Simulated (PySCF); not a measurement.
Compound: i-BuOMe, C5H12O.
InChI=1S/C5H12O/c1-5(2)4-6-3/h5H,4H2,1-3H3

Theory: PySCF 2.14.0, density-fitted response routines, TDDFT PBE0/def2-SVPD, vertical, gas phase, core orbitals frozen in the response. Geometry: PBE0-D3(BJ)/def2-SVP, one conformer, isolated molecule. Torsions of this conformer, `[CH3:1][O:2][CH2:3][CH:4]([CH3:5])[CH3:6]`: C1–O2–C3–C4 180°, O2–C3–C4–C5 58°.

| state | E (eV) | E (kJ/mol) | λ (nm) | f | main configurations (H = HOMO, L = LUMO) |
| --- | --- | --- | --- | --- | --- |
| S1 | 6.98 | 674 | 177.5 | 0.033 | H→L (89%), H→L+1 (9%) |
| S2 | 7.57 | 730 | 163.8 | 0.0026 | H→L+1 (88%), H→L (8%) |
| S3 | 7.91 | 764 | 156.7 | 0.027 | H→L+2 (76%), H→L+3 (12%) |
| S4 | 8.04 | 776 | 154.3 | 0.016 | H→L+3 (83%), H→L+2 (9%) |
| S5 | 8.15 | 786 | 152.2 | 0.0027 | H→L+4 (83%) |
| S6 | 8.52 | 822 | 145.5 | 0.038 | H-1→L (94%) |
| S7 | 8.80 | 849 | 140.8 | 0.013 | H-2→L (65%), H-1→L+1 (28%) |
| S8 | 8.82 | 851 | 140.5 | 0.010 | H→L+5 (84%) |
| S9 | 8.94 | 863 | 138.6 | 0.015 | H-1→L+1 (44%), H-2→L (26%), H-3→L (11%) |
| S10 | 9.00 | 869 | 137.7 | 0.034 | H→L+6 (81%) |

Triplets, Tamm–Dancoff:

```
state  E (eV)  λ (nm)  main configurations (H = HOMO, L = LUMO)
   T1    6.80   182.3                    H→L (83%), H→L+1 (12%)
   T2    7.47   165.9                    H→L+1 (81%), H→L (10%)
   T3    7.66   161.8     H→L+2 (46%), H→L+4 (31%), H→L+5 (10%)
   T4    7.85   157.8                               H→L+3 (77%)
```

The lowest singlet lies at 6.98 eV (178 nm, vacuum ultraviolet) and is of moderate strength; its leading configuration is HOMO→LUMO (89%). The strongest level in the table is S6 at 8.52 eV (145 nm, f = 0.038). Löwdin shares by element: HOMO oxygen 57%, carbon 20% or more, hydrogen 5% or more (atoms not listed hold the other 17%); LUMO carbon 44% or more (atoms not listed hold the other 56%). Weighted by f, the mean energy of these states is 8.27 eV. The listed states span 2.02 eV, and the widest gap between neighbours is 0.58 eV (S1 to S2). Orbital energies (eV): HOMO-3 -9.41, HOMO-2 -9.18, HOMO-1 -8.83, HOMO -7.42, LUMO 0.76, LUMO+1 1.15, LUMO+2 1.60. No computed singlet lies in the visible range (380 to 750 nm); the lowest, at 178 nm, stands 3.72 eV above its violet end (3.26 eV). All these states lie below the vertical ionisation energy of 9.61 eV (ΔSCF). The window holds the lowest 10 singlets.

On one thread, Arm Neoverse V1 (shared host), this took 93 s.
